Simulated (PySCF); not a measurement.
hydrogen sulfide cation (H2S), SMILES S (connectivity only; charge and spin as stated), charge +1, multiplicity 2.

The structure is a stationary point at PBE-D3(BJ)/def2-TZVPD. The spin state was assumed, not searched.

These are PySCF 2.14.0 with TDA-ωB97X/def2-TZVPD values and carry that method's errors.

Vertical excitations. 

```json
[
 {"state": "root 1", "energy (eV)": "3.00", "λ (nm)": "414", "f": "0.003", "main pairs": "β HOMO→LUMO 99 %"},
 {"state": "root 2", "energy (eV)": "4.96", "λ (nm)": "250", "f": "0.000", "main pairs": "β HOMO−1→LUMO 99 %"},
 {"state": "root 3", "energy (eV)": "7.97", "λ (nm)": "156", "f": "0.000", "main pairs": "α HOMO→LUMO 98 %"},
 {"state": "root 4", "energy (eV)": "8.48", "λ (nm)": "146", "f": "0.001", "main pairs": "α HOMO−1→LUMO 40 %, β HOMO→LUMO+1 56 %"},
 {"state": "root 5", "energy (eV)": "9.32", "λ (nm)": "133", "f": "0.000", "main pairs": "α HOMO→LUMO+1 90 %"},
 {"state": "root 6", "energy (eV)": "9.99", "λ (nm)": "124", "f": "0.000", "main pairs": "α HOMO−1→LUMO+1 24 %, α HOMO−2→LUMO 23 %, β HOMO−1→LUMO+1 28 %, β HOMO→LUMO+2 18 %"},
 {"state": "root 7", "energy (eV)": "10.76", "λ (nm)": "115", "f": "0.089", "main pairs": "α HOMO−1→LUMO 49 %, α HOMO→LUMO+7 8 %, β HOMO→LUMO+1 32 %"},
 {"state": "root 8", "energy (eV)": "10.83", "λ (nm)": "114", "f": "0.000", "main pairs": "α HOMO−1→LUMO+1 25 %, α HOMO−2→LUMO 22 %, β HOMO→LUMO+2 25 %, β HOMO−1→LUMO+1 24 %"},
 {"state": "root 9", "energy (eV)": "11.28", "λ (nm)": "110", "f": "0.069", "main pairs": "α HOMO−1→LUMO+1 37 %, α HOMO−2→LUMO 8 %, β HOMO→LUMO+2 44 %"},
 {"state": "root 10", "energy (eV)": "11.97", "λ (nm)": "104", "f": "0.000", "main pairs": "α HOMO−2→LUMO+1 53 %, β HOMO−1→LUMO+2 36 %"}
]
```
Unrestricted roots are not spin-pure.
